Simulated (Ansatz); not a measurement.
Process, species as SMILES: FC(F)(F)F + 4 [H][H] (H2) → C (CH4) + 4 F (HF)
B3LYP-D3(BJ)/def2-TZVP geometries, fixed; electronic energies without zero-point terms.

Basis-set convergence of the energy of full hydrogenation at MP2 with Ansatz (a first-principles code). Cartesian d functions, on some or all atoms, in 6-31G*; all else is spherical. Cores are frozen. No added dispersion term, no relativity. Functions are those of the species that has most. Reference: Hartree-Fock in aug-cc-pVQZ plus the correlation part extrapolated as X^-3 from aug-cc-pVTZ and aug-cc-pVQZ, -74.83 kcal/mol, itself unsure by roughly 0.07 kcal/mol (a third of the extrapolation step and of the last Hartree-Fock step). Deviations are taken from unrounded values.

```csv
basis,functions,energy of full hydrogenation (kcal/mol),minus reference (kcal/mol)
STO-3G,25,39.16,113.99
pcseg-0,45,-21.16,53.67
cc-pVDZ,70,-55.64,19.19
pcseg-1,70,-66.25,8.58
6-31G*,75,-23.19,51.64
6-311G**,90,-62.67,12.16
"6-311++G(2d,2p)",135,-81.54,-6.71
cc-pVTZ,150,-66.67,8.16
pcseg-2,150,-72.96,1.87
def2-TZVPP,155,-71.80,3.03
"6-311++G(3df,3pd)",195,-75.40,-0.57
jun-cc-pV(T+d)Z,195,-75.17,-0.33
def2-TZVPD,197,-67.93,6.90
def2-TZVPPD,197,-75.30,-0.47
aug-pcseg-2,230,-73.03,1.80
def2-QZVPP,285,-74.75,0.08
pcseg-3,300,-74.65,0.18
aug-cc-pVQZ,400,-74.64,0.19
```

The smallest set listed that lies within 4 kcal/mol of the reference with all its larger relatives (same family, alike in diffuse functions; a set with none counts only in the reference's own line) is pcseg-2 (150 functions, 1.87 kcal/mol off). Inside, with no larger relative to test it: 6-311++G(3df,3pd), aug-pcseg-2. (Relatives not listed, tested too: aug-cc-pVTZ 0.47, def2-QZVP 0.08, def2-QZVPPD -0.74 kcal/mol.)
